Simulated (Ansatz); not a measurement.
C2H6S2 can be A, `CSSC`, or B, `CSCS`.

Computed with Ansatz on PBE0-D4/def2-TZVP structures; ΔE is electronic, products minus reactants. CCSD(T)/CBS adds triple-zeta CCSD(T) − MP2 to the extrapolated MP2 energy (def2 sets, frozen cores). DFT in def2-TZVPP. Each species was taken in one conformer, which may not be the lowest.

(1) Which is lower in electronic energy at CCSD(T)/CBS, and by how much? (Best estimate.)

(2) Give E(B) − E(A) in kJ/mol with BLYP-D4, B2PLYP, CCSD(T)/def2-SVP, r2SCAN-D4, CCSD/def2-TZVPP, PBE0-D4, PBE-D4. (An estimate is asked.)

(3) Does the order hold for the free energy at 298.15 K (harmonic terms from PBE0-D4)? (Estimate.)

Largest T1 diagnostic: 0.011.

## Answers

(1) Ansatz gave: A, by 25.6 kJ/mol.

(2) Ansatz gave: BLYP-D4 33.4, B2PLYP 28.8, CCSD(T)/def2-SVP 5.5, r2SCAN-D4 32.1, CCSD/def2-TZVPP 21.1, PBE0-D4 30.2, PBE-D4 33.1. None reverses the order clearly.

(3) The calculation gave: Yes: G(B) − G(A) = +20.9 kJ/mol, for one conformer each.

In def2-TZVPP, CCSD(T) changes the Hartree–Fock value by −4.6 kJ/mol (the triples alone add +0.5 kJ/mol) and MP2 by −3.9 kJ/mol. From BLYP to BHLYP (50 % exact exchange), in def2-TZVPP and without D4, E(B) − E(A) moves by −6.1 kJ/mol.
